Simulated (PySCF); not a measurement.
Compound: C-cyanomethanimine, C2H2N2.
InChI=1S/C2H2N2/c3-1-2-4/h1,3H/b3-1+

Theory: PySCF, PBE0-D3(BJ)/def2-TZVP geometry optimisation, gas phase.

Take the most abundant isotopes and a rigid rotor. 

**Question.** Give the principal moments of inertia and the rotational constants in GHz.

**Answer.** Ia = 7.87, Ib = 100.85, Ic = 108.72 u·Å²; 505379 MHz·u·Å²/I gives 64232, 5011 and 4648 MHz, that is A = 64.232, B = 5.0110, C = 4.6484 GHz.

**Question.** What kind of rotor is it?

**Answer.** A near-prolate asymmetric top; Ray's κ = -0.988.

**Question.** What does the inertial defect say?

**Answer.** Planar: Δ = Ic − Ia − Ib = 0.00 u·Å². For a rigid frame Δ = −2 Σ m c², so it vanishes when all atoms lie in the ab plane; here none is more than 0.01 Å from it.

**Question.** Give the coordinates in the principal-axis frame, origin at the centre of mass.

**Answer.** The sense of each axis is arbitrary; atoms in the order of the calculation.
```tsv
atom	mass (u)	a (Å)	b (Å)	c (Å)
H1	1.008	-2.514	-0.037	-0.001
N2	14.003	-1.596	0.406	0.000
C3	12.000	-0.685	-0.469	0.000
C4	12.000	0.701	-0.075	0.000
N5	14.003	1.824	0.174	0.000
H6	1.008	-0.844	-1.551	0.000
```

**Question.** Predict some low-J microwave lines.

**Answer.** The dipole components are |μa| = 3.29 D, |μb| = 2.61 D, |μc| = 0.00 D; the mirror of this Cs structure is the ab plane, so μc vanishes by symmetry and there are no c-type lines. The squared components, which scale the intensities, stand as 1.00 : 0.63 (a : b). Some lines, for components of 0.1 D or more:

```tsv
type	branch	J(Ka,Kc)	MHz	lower level (cm⁻¹)
a	Q	1(1,0) ← 1(1,1)	363	2.298
a	Q	2(1,1) ← 2(1,2)	1088	2.930
a	R	1(0,1) ← 0(0,0)	9659	0.000
a	R	2(1,2) ← 1(1,1)	18956	2.298
a	R	2(0,2) ← 1(0,1)	19317	0.322
a	R	3(1,3) ← 2(1,2)	28433	2.930
a	R	3(0,3) ← 2(0,2)	28972	0.967
a	R	3(2,2) ← 2(2,1)	28978	8.892
a	R	3(1,2) ← 2(1,1)	29521	2.966
b	Q	1(1,0) ← 1(0,1)	59583	0.322
b	Q	2(1,1) ← 2(0,2)	59948	0.967
b	Q	3(1,2) ← 3(0,3)	60497	1.933
b	R	3(1,3) ← 2(0,2)	87293	0.967
b	Q	2(2,1) ← 2(1,2)	178750	2.930
b	Q	3(2,2) ← 3(1,3)	179295	3.878
b	R	2(2,0) ← 1(1,1)	197708	2.298
b	R	3(2,2) ← 2(1,1)	206641	2.966
b	R	3(2,1) ← 2(1,2)	207737	2.930
b	Q	3(3,0) ← 3(2,1)	297003	9.859
b	R	3(3,1) ← 2(2,0)	325988	8.892
b	R	3(3,0) ← 2(2,1)	325990	8.892
```

Stationary, but not proved a minimum. Constants of a rigid frame at the computed geometry: no zero-point averaging, no centrifugal distortion. Quadrupole hyperfine structure (14N) is left out.
